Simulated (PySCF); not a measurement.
# J couplings in methyl isocyanide

Geometry (Å), atoms numbered from 1 in this order:
```xyz
6

C     2.080    0.040   -0.022
N     0.919    0.018   -0.012
C    -0.477   -0.009    0.001
H    -0.835   -0.671   -0.790
H    -0.824   -0.376    0.968
H    -0.861    0.999   -0.166
```

Method: B3LYP/pcJ-1//GFN2-xTB, PySCF 2.14.0 with density-fitted response routines; isolated molecule, single conformer, non-relativistic. Couplings are averaged over pairs made equivalent by symmetry, fast rotation or ring inversion, so a value needn't be that of the named pair in this geometry, while other rotamers aren't included; one pair stands for each set, and the list holds those of at least 1.5 Hz over up to four bonds.

Isotopes: ¹³C, ¹H, ¹⁵N.

| pair | bonds | J (Hz) |
| --- | --- | --- |
| C1, N2 | 1 | -12.2 |
| N2, C3 | 1 | ? |
| C3, H4 | 1 | 146.8 |
| C1, C3 | 2 | ? |
| N2, H4 | 2 | 2.7 |
| H4, H5 | 2 | -15.3 |
| C1, H4 | 3 | 2.7 |

Estimate the withheld couplings, with signs.

## Answers


- ¹J(N2,C3) = -16.0 Hz (bond length 1.396 Å)
- ²J(C1,C3) = -8.1 Hz (angle at N2 180°)
